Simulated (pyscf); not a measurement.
H₃C–Ga(CH₃)–Cl -> ethane (H₃C–CH₃) + Cl–Ga [singlet], a 1,1-elimination (singlet surface; C–Ga, C–Ga broken, C–C formed). Optimised with ωB97X-D3(BJ)/def2-SVP in PySCF. Energies in kcal/mol from the reactant's lowest minimum found.

AM1 to PM7: differences of heats of formation from MOPAC, which are fitted to 298 K values and so differ in kind from electronic energies by zero-point and thermal terms. 

**Question.** Quick PM7 single points give ΔE‡ = 118.0 kcal/mol and ΔE = +12.8 kcal/mol. What does ωB97M-D3(BJ)/def2-TZVP give, and how far is the quick result from it?

**Answer.** ωB97M-D3(BJ)/def2-TZVP gives ΔE‡ = 102.4 kcal/mol and ΔE = +3.3 kcal/mol. PM7 lies 15.6 kcal/mol over it in the barrier and 9.5 kcal/mol over it in the reaction energy, so on this step it does not hold to within 3.0 kcal/mol. ωB97M-D3(BJ)/def2-TZVP has limits of its own. The same reactants have a lower exit, to CH₃• + [H₃C–Ga–Cl]• (no saddle counted: cutting one bond costs +78.0 kcal/mol at ωB97M-D3(BJ)/def2-TZVP, against +102.4 kcal/mol here). One saddle was located; it need not be the lowest between these sides. One closed-shell reference is unstable to symmetry breaking; treat the single-reference values with care. In the def2 sets elements up to Kr have no core potential.
